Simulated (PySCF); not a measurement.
Molecule: `InChI=1S/C4H6O2/c5-4(6)3-1-2-3/h3H,1-2H2,(H,5,6)`.

Numbering as in the mapped SMILES `[O:1]=[C:2]([OH:3])[CH:4]1[CH2:5][CH2:6]1` (H(Xn): hydrogen on atom n). Ha(C5), Ha(C6) are cis to C2 on the ring; Hb(C5), Hb(C6) are trans to C2 on the ring.

Geometry PBE0-D3(BJ)/def2-SVP throughout; GIAO in PySCF 2.14.0 with density-fitted response routines, gas phase, one conformer, non-relativistic; equivalent atoms averaged; functional PBE0.

For orientation, def2-SVP gives these shifts δ (against H2O, TMS at the same level): O1 410.3, O3 176.7, C2 166.1, C4 13.6, C5/C6 9.2, H(O3) 4.55, H(C4) 1.17, Ha(C5)/Ha(C6) 0.95, Hb(C5)/Hb(C6) 0.69 ppm.

A run gave: O1 426.0, O3 189.0, C2 181.7, C4 16.0, C5/C6 10.3, H(O3) 5.26, H(C4) 1.51, Ha(C5)/Ha(C6) 1.16, Hb(C5)/Hb(C6) 0.85 ppm (shifts δ (against H2O, TMS at the same level)).

Which basis set was used in that run?
A. pcSseg-2
B. cc-pVDZ
C. aug-cc-pVDZ
D. pcSseg-1

## Answers

A. C2 tells them apart best: pcSseg-2 gives 181.7, aug-cc-pVDZ gives 170.1, cc-pVDZ gives 166.2, pcSseg-1 gives 176.1 ppm.
